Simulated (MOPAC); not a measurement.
MOPAC input (AM1):

```
AM1 1SCF GEO-OK AUX(PRECISION=9) THREADS=1
CHN

C    -0.00000000 1   -0.00000000 1   -0.73641303 1
N     0.00000000 1    0.00000000 1    0.42763309 1
H     0.00000000 1    0.00000000 1    1.42504654 1
```

Output:

```
 *******************************************************************************
 **                                                                           **
 **                              MOPAC v23.2.5                                **
 **                                                                           **
 *******************************************************************************
 ** MOPAC's Digital Object Identifier: https://doi.org/10.5281/zenodo.6511958 **
 **                                                                           **
 ** Please cite the open-source release paper for use of this MOPAC version:  **
 ** J. E. Moussa and J. J. P. Stewart (2026)                                  **
 ** MOPAC: An open-source semiempirical molecular orbital program             **
 ** J. Open Source Softw., 11(119), 8025, https://doi.org/10.21105/joss.08025 **
 *******************************************************************************

                              AM1 CALCULATION RESULTS

 *******************************************************************************
 *  AM1        - The AM1 Hamiltonian to be used
 *  GEO-OK     - OVERRIDE INTERATOMIC DISTANCE AND OTHER SAFETY CHECKS
 *  1SCF       - DO 1 SCF AND THEN STOP
 *  AUX        - OUTPUT AUXILIARY INFORMATION
 *******************************************************************************
AM1 1SCF GEO-OK AUX(PRECISION=9) THREADS=1
 CHN

   ATOM   CHEMICAL          X               Y               Z
  NUMBER   SYMBOL      (ANGSTROMS)     (ANGSTROMS)     (ANGSTROMS)

     1       C         -0.00000000  *  -0.00000000  *  -0.73641303  *
     2       N          0.00000000  *   0.00000000  *   0.42763309  *
     3       H          0.00000000  *   0.00000000  *   1.42504654  *

          CARTESIAN COORDINATES

    NO.       ATOM           X           Y           Z

     1         C         -0.0000     -0.0000     -0.7364
     2         N          0.0000      0.0000      0.4276
     3         H          0.0000      0.0000      1.4250

  H: (AM1): M.J.S. DEWAR ET AL, J. AM. CHEM. SOC. 107 3902-3909 (1985)
  C: (AM1): M.J.S. DEWAR ET AL, J. AM. CHEM. SOC. 107 3902-3909 (1985)
  N: (AM1): M.J.S. DEWAR ET AL, J. AM. CHEM. SOC. 107 3902-3909 (1985)

           Empirical Formula: C H N  =     3 atoms

      MOLECULAR POINT GROUP   :   C*v

      RHF CALCULATION, NO. OF DOUBLY OCCUPIED LEVELS = 5

 -------------------------------------------------------------------------------
 AM1 1SCF GEO-OK AUX(PRECISION=9) THREADS=1
 CHN

     1SCF WAS SPECIFIED, SO BFGS WAS NOT USED
     SCF FIELD WAS ACHIEVED

                              AM1 CALCULATION
                                                       MOPAC v23.2.5 Linux

          FINAL HEAT OF FORMATION =         49.56854 KCAL/MOL =     207.39475 KJ/MOL

          COSMO AREA              =         62.12 SQUARE ANGSTROMS
          COSMO VOLUME            =         44.19 CUBIC ANGSTROMS

          IONIZATION POTENTIAL    =         12.460566 EV
          HOMO LUMO ENERGIES (EV) =        -12.461  2.204
          NO. OF FILLED LEVELS    =          5
          MOLECULAR WEIGHT        =         27.0256         POINT GROUP:  C*v

          MOLECULAR DIMENSIONS (Angstroms)

            Atom       Atom       Distance
            H     3    C     1     2.16146
            H     3    C     1     0.00000
            C     1    N     2     0.00000

          SCF CALCULATIONS        =          1

   ATOM   CHEMICAL          X               Y               Z
  NUMBER   SYMBOL      (ANGSTROMS)     (ANGSTROMS)     (ANGSTROMS)

     1       C         -0.00000000  *  -0.00000000  *  -0.73641303  *
     2       N          0.00000000  *   0.00000000  *   0.42763309  *
     3       H          0.00000000  *   0.00000000  *   1.42504654  *

                             CARTESIAN COORDINATES

   1    C       -0.000000000    -0.000000000    -0.736413030
   2    N        0.000000000     0.000000000     0.427633090
   3    H        0.000000000     0.000000000     1.425046540

           Empirical Formula: C H N  =     3 atoms

      MOLECULAR POINT GROUP   :   C*v

                  EIGENVALUES
 -36.95646 -22.43188 -13.74130 -13.74130 -12.46057   2.20418   2.20418   2.78805
   7.47059

              NET ATOMIC CHARGES AND DIPOLE CONTRIBUTIONS

  ATOM NO.   TYPE          CHARGE      No. of ELECS.   s-Pop       p-Pop
    1          C           0.106873        3.8931     1.79235     2.10078
    2          N          -0.383962        5.3840     1.50544     3.87852
    3          H           0.277088        0.7229     0.72291
 DIPOLE           X         Y         Z       TOTAL
 POINT-CHG.     0.000     0.000     0.730     0.730
 HYBRID        -0.000    -0.000     1.760     1.760
 SUM           -0.000    -0.000     2.490     2.490

          ATOMIC ORBITAL ELECTRON POPULATIONS

     Atom    s        px        py        pz
    1  C   1.79235   0.60747   0.60747   0.88584
    2  N   1.50544   1.39253   1.39253   1.09346
    3  H   0.72291

 **********************
 *                    *
 * JOB ENDED NORMALLY *
 *                    *
 **********************

 == MOPAC DONE ==
```
